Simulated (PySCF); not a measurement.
Stepwise substitution at one centre (Al Cl-SH). Gas-phase values, no solvent. One relaxed conformer stands for each flexible species; it need not be the lowest. Strings in code marks are SMILES.

Method: PBE-D3(BJ)/def2-TZVP // B3LYP-D3(BJ)/def2-TZVP (PySCF). Excitations are Tamm–Dancoff values on a coarser integration grid. The basis has no diffuse functions, so Rydberg states are missing or too high.

```
species                                                                                       S1–T1 gap (TDA) (eV)  S1 excitation (TDA) (eV)  HOMO (eV)  HOMO–LUMO gap (eV)
--------------------------------------------------------------------------------------------  --------------------  ------------------------  ---------  ------------------
0 of 3 Cl replaced by SH (`[Cl][Al]([Cl])[Cl]`)                                                               0.24                      5.90      -7.96                5.78
1 of 3 Cl replaced by SH (`[SH][Al]([Cl])[Cl]` (H–S–Al–Cl torsion 180°))                                      0.32                      5.21      -7.02                5.11
2 of 3 Cl replaced by SH (`[SH][Al]([SH])[Cl]` (H–S–Al–Cl torsion 0°, Cl–Al–S–H torsion 0°))                  0.22                      5.01      -6.66                4.96
3 of 3 Cl replaced by SH (`[Al]([SH])([SH])[SH]`)                                                             0.20                      5.05      -6.51                5.01
```
